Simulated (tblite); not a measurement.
Species: C5H8O (charge +1 and doublet state).
SMILES with atom numbers: `[CH3:1][O:2][CH2:3][CH:4]1[CH:5][CH+:6]1` (hydrogens: H7, H8, H9 on C1; H10, H11 on C3; H12 on C4; H13 on C5; H14 on C6)

Structure optimised with GFN2-xTB, isolated species. This method treats the open shell by occupation alone, without spin polarisation.

Question: What internal coordinates does the optimisation give?

Answer: 
| bond | length (pm) | order |
| --- | --- | --- |
| C1–O2 | 139.2 | single |
| O2–C3 | 136.2 | single |
| C3–C4 | 158.7 | single |
| C4–C5, C4–C6 | 147.1 | single |
| C5–C6 | 132.4 | single |
| C1–H7, C1–H8, C1–H9 | 109.7 | single |
| C3–H10, C3–H11 | 109.6 | single |
| C4–H12 | 108.9 | single |
| C5–H13, C6–H14 | 106.4 | single |

Bonds in one row agree within 1 pm and their mean is given. Orders are formal, as drawn. A selection of angles:
| angle | degrees |
| --- | --- |
| O2–C1–H7 | 113.2 |
| O2–C1–H8 | 107.2 |
| O2–C1–H9 | 109.7 |
| H7–C1–H8 | 110.7 |
| H7–C1–H9 | 109.7 |
| H8–C1–H9 | 106.1 |
| C1–O2–C3 | 119.6 |
| O2–C3–C4 | 109.7 |
| O2–C3–H10 | 113.6 |
| O2–C3–H11 | 107.7 |
| C4–C3–H10 | 107.1 |
| H10–C3–H11 | 111.3 |
| C3–C4–C5 | 122.2 |
| C3–C4–C6 | 120.1 |
| C3–C4–H12 | 107.7 |
| C5–C4–C6 | 53.5 |
| C5–C4–H12 | 121.1 |
| C6–C4–H12 | 123.7 |
| C4–C5–C6 | 63.2 |
| C4–C5–H13 | 146.1 |
| C6–C5–H13 | 150.7 |

Torsions: C1–O2–C3–C4 86° (synclinal); O2–C3–C4–C5 81° (synclinal); C3–C4–C5–C6 106° (anticlinal); C3–C4–C6–C5 -110° (anticlinal). The mirror-image conformer, all signs reversed, is as good.

The 4 C–C bonds span 1.324 Å (C5–C6, drawn single) to 1.587 Å (C3–C4, drawn single), a spread of 0.263 Å. The C–O distances run from 1.362 Å (O2–C3, drawn single) to 1.392 Å (C1–O2, drawn single), a spread of 0.030 Å. C5 (carbon bonded to 2 C and H) has angles 150.7°, 146.1° and 63.2°, sum 360.0°, 0.01 Å off the plane of its three neighbours. The 3-membered ring C4–C5–C6 has internal angles of 53.5° to 63.3°. Of the pairs four or more bonds apart, H7···H10 is among the closest relative to their van der Waals radii: 2.26 Å, 94 % of the sum of Bondi's values.

Point group: C1 (no symmetry element, even within 0.4 Å). Its GFN2-xTB frequencies are all real (lowest 58 cm⁻¹). 3 starts were optimised and ended at 0.00, 1.17 and 1.18 kcal/mol (GFN2-xTB); the lowest of these is shown.

These are computed values.
